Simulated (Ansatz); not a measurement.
CH3F, singlet: CASSCF and its corrections

Calculated in Ansatz's Gaussian-basis code. Basis cc-pVTZ, nonrelativistic, no frozen core. State-specific CASSCF; RHF is the lowest restricted (open-shell) Hartree–Fock solution met. No symmetry is imposed, so a solution can break that of the shape. Lower solutions, or ones in other orbitals, may exist.

Geometry:

```xyz
5

C     0.0000    0.0000    0.0000
F     0.0000    0.0000    1.3830
H     1.0296    0.0000   -0.3485
H    -0.5148    0.8917   -0.3485
H    -0.5148   -0.8917   -0.3485
```

**Question.** What do CASSCF and its corrections give against RHF in CAS(6,4), and what are the occupations?

**Answer.** CASSCF -0.689 eV, SC-NEVPT2 -12.327 eV; occupations 2.00, 2.00, 1.98, 0.02.

**Question.** Roughly how much CPU time does a whole run from the default start take (median of such runs, summed over threads; nearly all runs on one pinned thread of a shared server, mostly Xeon at 2.3 to 2.6 GHz, by a development driver)?

**Answer.** CAS(6,4): about 6.8 s. Other jobs ran beside these, and the count of passes differs.
